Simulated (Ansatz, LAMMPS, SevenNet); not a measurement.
**C axis length of hcp Ru: levels of theory against measurement**

Reference value: 4.282 Å (measured, 293 K, no zero-point or thermal correction; as tabulated in Wikipedia's data pages).

```
level (code)                    value (Å)
------------------------------  ---------
Lennard-Jones uff-vdw (LAMMPS)      4.701
SevenNet-0 (SevenNet)               4.293
LDA (Ansatz)                            ?
PBE (Ansatz)                        4.292
PBE-D4 (Ansatz)                         ?
r²SCAN-D4 (Ansatz)                  4.256
r²SCAN+rVV10 (Ansatz)               4.253
HSE06 (Ansatz)                      4.236
PBE0 (Ansatz)                       4.238
```

What belongs in the gaps?


- LDA (Ansatz, a first-principles code), value (Å): 4.222
- PBE-D4 (Ansatz), value (Å): 4.270

Differences against the reference: Lennard-Jones uff-vdw +9.79 %, SevenNet-0 +0.26 %, LDA -1.40 %, PBE +0.23 %, PBE-D4 -0.28 %, r²SCAN-D4 -0.61 %, r²SCAN+rVV10 -0.68 %, HSE06 -1.07 %, PBE0 -1.03 %.

Leaving aside Lennard-Jones uff-vdw, which can be fitted to such values or carry a doubt: The reference is not for a static lattice or low temperature, so close values are not ranked against it.

The measured value isn't corrected to a static lattice, so vibrations enter the comparison. A static lattice is as a rule a little smaller than the measured one.  Lennard-Jones uff-vdw: this is a force field's van der Waals term alone, without bonds or charges. Cutoffs and k meshes differ between the levels. Ansatz's density-functional and Hartree–Fock values are scalar-relativistic unless marked +SOC, with PAW data made under PBE.

Machine-learned potentials (SevenNet-0) are trained on DFT data, which may include these solids.

Differences are worked out from the printed values.
